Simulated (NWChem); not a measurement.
Correlation energy of silicon monoxide (OSi)

```xyz
2

Si     0.0000     0.0000     0.5539
O      0.0000     0.0000    -0.9694
```
Charge 0, spin multiplicity 1.

The numbers come from NWChem runs, not from measurements. Structure: optimised with PBE0/def2-SVP, a minimum by its harmonic frequencies.

Basis set: def2-QZVP. Each correlation energy counts from its own Hartree-Fock reference.

The correlated methods keep 6 core orbitals frozen. No row is a measurement; the coupled-cluster row has its own basis-set and correlation limits.

### Question
One of these methods gave a correlation energy of -362.3 mHa. Which?
(A) CR-CCSD(T)
(B) CR-CCSD[T]
(C) MP2
(D) SCS-MP2

### Answer
C, MP2. The others give -357.7 (SCS-MP2), -376.9 (CR-CCSD[T]), -375.3 (CR-CCSD(T)).
